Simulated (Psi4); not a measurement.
**BCl2 (SMILES Cl[B]Cl): UB2PLYP/def2-TZVP (density fitting for correlation)**

Aim: the energy change on altering one bond length of BCl2 at UB2PLYP/def2-TZVP (density fitting for correlation), from 2 runs. Input form: a Python script.

The results are computed with Psi4 1.11.

## 1. The system as given

The species is BCl2 (3 atoms), meant as a doublet with charge 0. As SMILES, `Cl[B]Cl`. The coordinates come from a PBE0-D4/def2-TZVP relaxation.

Bond lengths: Cl1–B2 1.720 Å, B2–Cl3 1.720 Å. Angles: Cl1–B2–Cl3 125.4°.

## 2. The energy at UB2PLYP/def2-TZVP (density fitting for correlation)

calc.py reads:

```python
import psi4

psi4.set_memory(1600000000)
psi4.set_num_threads(1)
psi4.core.set_output_file('output.dat', False)

m = psi4.geometry("""
0 2
Cl     0.70203326    -2.88296618     0.05669178
B     -0.87664395    -0.09505322    -0.48547064
Cl     0.15401268     2.85556515     0.40383447
units au
symmetry c1
""")

options = {'basis': 'def2-TZVP', 'reference': 'uks', 'puream': True, 'e_convergence': 1e-09, 'd_convergence': 1e-08, 'scf_type': 'pk', 'dft_radial_points': 99, 'dft_spherical_points': 590, 'num_frozen_docc': 11, 'maxiter': 100}
psi4.set_options(options)

result = psi4.energy("b2plyp")
print(f'total energy {result:.8f} hartree = {result * 27.211386:.5f} eV')
for k, v in sorted(psi4.core.scalar_variables().items()):
    print(f'{k:45s} {v:18.10f}')
```

On the command line:

```console
$ python calc.py
```

output.dat:

```text
[...]
  Running in c1 symmetry.
[...]
  Nuclear repulsion =  102.359078380213518
[...]
  Multiplicity = 2
[...]
  Nalpha       = 20
  Nbeta        = 19
[...]
    Number of basis functions: 105
[...]
   @UKS iter   1:  -944.82651012004885   -1.86160e-01   2.93868e-03 DIIS/ADIIS
[...]
   @UKS iter  11:  -944.85398569243421   -4.29736e-11   8.16473e-09 DIIS
[...]
   @S^2 Observed:                7.537131880E-01
[...]
    Orbital Energies [Eh]
    ---------------------
    Alpha Occupied:
       1A   -102.936497     2A   -102.936490     3A     -9.943455
       4A     -9.943445     5A     -7.582054     6A     -7.582045
       7A     -7.578184     8A     -7.578176     9A     -7.577788
      10A     -7.577779    11A     -7.231659    12A     -1.003313
      13A     -0.968792    14A     -0.597348    15A     -0.513911
      16A     -0.469157    17A     -0.454947    18A     -0.407059
      19A     -0.400556    20A     -0.280340
    Alpha Virtual:
      21A     -0.017721    22A      0.091520    23A      0.122071
      24A      0.125212    25A      0.157982    26A      0.158152
[...]
  @UKS Final Energy:  -944.85398569243421
   => Energetics <=
    Nuclear Repulsion Energy =            102.3590783802135178
    One-Electron Energy =               -1507.0954368198479187
    Two-Electron Energy =                 488.7530786914506393
    DFT Exchange-Correlation Energy =     -28.8707059442503819
    Empirical Dispersion Energy =           0.0000000000000000
    VV10 Nonlocal Energy =                  0.0000000000000000
    Total Energy =                       -944.8539856924342075
[...]
 Multipole Moments:
 ------------------------------------------------------------------------------------
     Multipole            Electronic (a.u.)      Nuclear  (a.u.)        Total (a.u.)
 ------------------------------------------------------------------------------------
 L = 1.  Multiply by 2.5417464519 to convert [e a0] to [Debye]
 Dipole X            :         -0.3881106            0.4527417            0.0646311
 Dipole Y            :         -0.0214331            0.0248715            0.0034384
 Dipole Z            :         -0.0000000           -0.0000000           -0.0000000
 Magnitude           :                                                    0.0647225
[...]
```

The script printed:

```text
total energy -945.00069916 hartree = -25714.77880 eV
B2PLYP DOUBLE-HYBRID CORRECTION ENERGY             -0.1467134710
B2PLYP TOTAL ENERGY                              -945.0006991635
CURRENT ENERGY                                   -945.0006991635
CURRENT REFERENCE ENERGY                         -944.8539856924
DD SOLVATION ENERGY                                 0.0000000000
DFT FUNCTIONAL TOTAL ENERGY                      -944.8539856924
DFT TOTAL ENERGY                                 -945.0006991635
DFT VV10 ENERGY                                     0.0000000000
DFT XC ENERGY                                     -28.8707059443
DOUBLE-HYBRID CORRECTION ENERGY                    -0.1467134710
GRID ELECTRONS ALPHA                               19.9999999500
GRID ELECTRONS BETA                                18.9999999573
GRID ELECTRONS TOTAL                               38.9999999073
NUCLEAR REPULSION ENERGY                          102.3590783802
ONE-ELECTRON ENERGY                             -1507.0954368198
PCM POLARIZATION ENERGY                             0.0000000000
PE ENERGY                                           0.0000000000
SCF ITERATION ENERGY                             -944.8539856924
SCF ITERATIONS                                     11.0000000000
SCF TOTAL ENERGY                                 -944.8539856924
TWO-ELECTRON ENERGY                               488.7530786915
XC GRID RADIAL POINTS                              99.0000000000
XC GRID SPHERICAL POINTS                          590.0000000000
XC GRID TOTAL POINTS                           166078.0000000000
```

It took 17 s on 1 thread of Intel Xeon Platinum 8259CL at 2.50GHz (Skylake/Cascade Lake), shared host; peak memory 0.65 GiB.

## 3. The distorted shape at the same level

run.py reads:

```python
import psi4

psi4.set_memory(1600000000)
psi4.set_num_threads(1)
psi4.core.set_output_file('psi4.out', False)

m = psi4.geometry("""
0 2
Cl     0.18673140    -4.35819977    -0.38793810
B     -1.39194581    -1.57028682    -0.93010052
Cl     0.15401268     2.85556515     0.40383447
units au
symmetry c1
""")

psi4.set_options({
    'reference': 'uks',
    'puream': True,
    'e_convergence': 1e-09,
    'd_convergence': 1e-08,
    'scf_type': 'pk',
    'dft_radial_points': 99,
    'dft_spherical_points': 590,
    'num_frozen_docc': 11,
    'maxiter': 100,
})

result = psi4.energy("b2plyp/def2-TZVP")
print('E =', round(result, 9))
```

On the command line:

```console
$ python run.py
```

psi4.out:

```text
[...]
  Running in c1 symmetry.
[...]
  Nuclear repulsion =   83.420253893477735
[...]
  Multiplicity = 2
[...]
  Nalpha       = 20
  Nbeta        = 19
[...]
    Number of basis functions: 105
[...]
   @UKS iter   1:  -944.68145191331803   -4.85680e-01   3.77636e-03 DIIS/ADIIS
[...]
   @UKS iter  18:  -944.76599720614308   -9.43601e-12   4.14958e-09 DIIS
[...]
   @S^2 Observed:                8.211649258E-01
[...]
    Orbital Energies [Eh]
    ---------------------
    Alpha Occupied:
       1A   -102.989324     2A   -102.891461     3A     -9.995544
       4A     -9.893003     5A     -7.633940     6A     -7.630134
       7A     -7.629782     8A     -7.539676     9A     -7.525893
      10A     -7.525804    11A     -7.298323    12A     -1.033262
      13A     -0.893547    14A     -0.616300    15A     -0.478831
      16A     -0.475417    17A     -0.438846    18A     -0.358312
      19A     -0.358026    20A     -0.343987
    Alpha Virtual:
      21A     -0.060114    22A     -0.027208    23A      0.078523
      24A      0.105642    25A      0.155961    26A      0.155964
[...]
  @UKS Final Energy:  -944.76599720614308
   => Energetics <=
    Nuclear Repulsion Energy =             83.4202538934777351
    One-Electron Energy =               -1469.2740159840745946
    Two-Electron Energy =                 469.8848172279184610
    DFT Exchange-Correlation Energy =     -28.7970523434647383
    Empirical Dispersion Energy =           0.0000000000000000
    VV10 Nonlocal Energy =                  0.0000000000000000
    Total Energy =                       -944.7659972061430835
[...]
 Multipole Moments:
 ------------------------------------------------------------------------------------
     Multipole            Electronic (a.u.)      Nuclear  (a.u.)        Total (a.u.)
 ------------------------------------------------------------------------------------
 L = 1.  Multiply by 2.5417464519 to convert [e a0] to [Debye]
 Dipole X            :         -0.8240034            0.5538828           -0.2701205
 Dipole Y            :         -1.7884777            0.2503788           -1.5380990
 Dipole Z            :         -0.0000000            0.0000000           -0.0000000
 Magnitude           :                                                    1.5616381
[...]
```

The script printed:

```text
E = -944.911730958
```

Run time: 23 s. Hardware: 1 thread of Intel Xeon Platinum 8259CL at 2.50GHz (Skylake/Cascade Lake), shared host; peak memory 0.64 GiB.

## 4. Outcome

Level: UB2PLYP/def2-TZVP (density fitting for correlation), 11 core orbitals frozen.

```
                                                                 quantity          value
                                                first shape: total energy  -945.00070 Eh
    first shape: HOMO energy (SCF part's orbitals) (highest over α and β)       -7.63 eV
     first shape: LUMO energy (SCF part's orbitals) (lowest over α and β)       -0.76 eV
                                                        first shape: ⟨S²⟩          0.754
                                            distorted shape: total energy  -944.91173 Eh
distorted shape: HOMO energy (SCF part's orbitals) (highest over α and β)       -9.36 eV
 distorted shape: LUMO energy (SCF part's orbitals) (lowest over α and β)       -3.04 eV
                                                    distorted shape: ⟨S²⟩          0.821
       energy change with the B2–Cl3 bond stretched from 1.720 to 2.579 Å       2.421 eV
```

What this shows: With the B2–Cl3 bond stretched from 1.720 to 2.579 Å the energy rises by 2.42 eV (234 kJ/mol). The first shape isn't relaxed at this level, so the change isn't measured from a minimum.
